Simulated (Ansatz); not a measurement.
# H2Si3: the cost of one run

The runs use Ansatz 0.2.0, Gaussian basis; the settings change from run to run.

### 1 The geometry

The geometry comes from an earlier relaxation with B3LYP-D4 in a triple-zeta def2 set; it is a stationary point.

5 atoms, charge -1, spin multiplicity 2.

Atoms are counted from 1 here; the program's logs count them from 0.

Bond lengths: Si1–Si2 2.228 Å, Si1–Si3 2.235 Å, Si1–H5 1.507 Å, Si2–Si3 2.450 Å, Si3–H4 1.530 Å. Angles: Si2–Si1–Si3 66.6°, Si2–Si1–H5 139.5°, Si3–Si1–H5 145.9°, Si1–Si2–Si3 56.8°, Si1–Si3–Si2 56.6°, Si1–Si3–H4 119.3°, Si2–Si3–H4 117.1°.

### 2 wB97X-V/aug-cc-pVDZ

Set apart from the defaults: high accuracy, the search for lower states set to light.

File in.yaml:

```yaml
crystal:
  periodic: [false, false, false]
  atoms:
    - {symbol: Si, position_ang: [0.919456, 0.441767, -0.253821]}
    - {symbol: Si, position_ang: [-1.003406, 1.566173, -0.272432]}
    - {symbol: Si, position_ang: [-0.874206, -0.870682, -0.486661]}
    - {symbol: H, position_ang: [-1.354627, -1.700995, 0.705539]}
    - {symbol: H, position_ang: [2.312783, 0.563747, 0.307376]}
basis:
  gaussian: {orbitals: aug-cc-pVDZ}
total_charge: -1
magnetization: {spin_polarized: true, initial_magnetization: 1}
hamiltonian: {xc: {name: wB97X-V}}
accuracy: high
scf: {lower_state_search: light}
```

Command:

```bash
> ansatz run in.yaml --threads 4 --pin off --events-out ev --progress --plain --max-ram 3916MiB
```

**Question.** How long does this run take on 4 threads of Arm Neoverse V1, shared host, and how much memory does it need?

About 42 s, with a peak of 0.89 GiB.
